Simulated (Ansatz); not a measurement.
# A rate constant, worked out

An elementary step of SiH4S, closed shell (SiH₄S ([SiH3][SH]) → SiH₂ + H₂S (still joined by a long Si–S bond); Si–S, Si–H broken or loosened, S–H formed or tightened). The start structure is the reactant molecule, and the electronic barrier above it is 2.876 eV by CCSD(T) at an estimated basis limit (MP2 extrapolated from triple and quadruple zeta, plus CCSD(T) − MP2 in triple zeta). Computed with Ansatz 0.2.0 (basis: def2-TZVPP and def2-QZVPP); correlated methods freeze the cores. Extrapolation: Hartree–Fock as exp(−7.88 √X), correlation as X^−2.97. Harmonic wavenumbers at PBE0-D4/def2-TZVP (Ansatz 0.2.0), in cm⁻¹:

Start: 191, 515, 536, 625, 813, 924, 931, 960, 2229, 2233, 2254, 2709.

Saddle: 678i, 220, 329, 510, 618, 734, 989, 1118, 1536, 2132, 2158, 2716.

Work out the transition-state-theory rate constant at 800 K from these numbers alone (harmonic vibrations; rotation, path degeneracy and anharmonicity left out), and the Wigner tunnelling factor. Use 1 cm⁻¹ = 1.2398 × 10⁻⁴ eV and k_B = 8.617 × 10⁻⁵ eV/K.

Zero-point energies, half the sums: start 14920/2 cm⁻¹ = 0.9249 eV; saddle, real modes only, 13060/2 cm⁻¹ = 0.8096 eV.
Barrier with zero-point energy: 2.876 + 0.8096 − 0.9249 = 2.7607 eV.
k_BT = 0.06894 eV, so the barrier is 40.05 k_BT.
Vibrational partition functions from the zero-point level, ln q = −Σ ln(1 − exp(−hν/k_BT)): start 3.552, saddle 3.589.
k = (k_BT/h) exp(ln q‡ − ln q) exp(−E0/k_BT), with log₁₀(k_BT/h in s⁻¹) = 13.22: log₁₀ k = 13.22 + (0.037 − 40.05)/2.3026 = -4.16, so k ≈ 7 × 10^(-5) s⁻¹.
Wigner factor: 1 + (hν‡/k_BT)²/24 = 1 + (1.22)²/24 = 1.06. A change of 1 kcal/mol (0.043 eV) in the barrier would change k by a factor of 1.9 at this temperature.

No T1 diagnostic of these runs exceeds 0.017. The restricted Hartree–Fock reference is unstable towards an unrestricted one at one or more of these structures.

Losses and insertions of silylenes and their heavier kin drive the gas-phase chemistry of silicon and germanium vapour deposition.

Labels in which every atom is bracketed show which atoms are joined, not bond orders.

For scale, one of the runs: CCSD(T)/def2-TZVPP, 140 basis functions, launched by `ansatz run in.yaml --threads 2 --pin off --events-out ev --progress --plain --max-ram 4352MiB`. The run took 6.5 s on 2 CPU threads of an Arm Neoverse V2 (shared host), with 0.69 GiB of host memory at its peak.
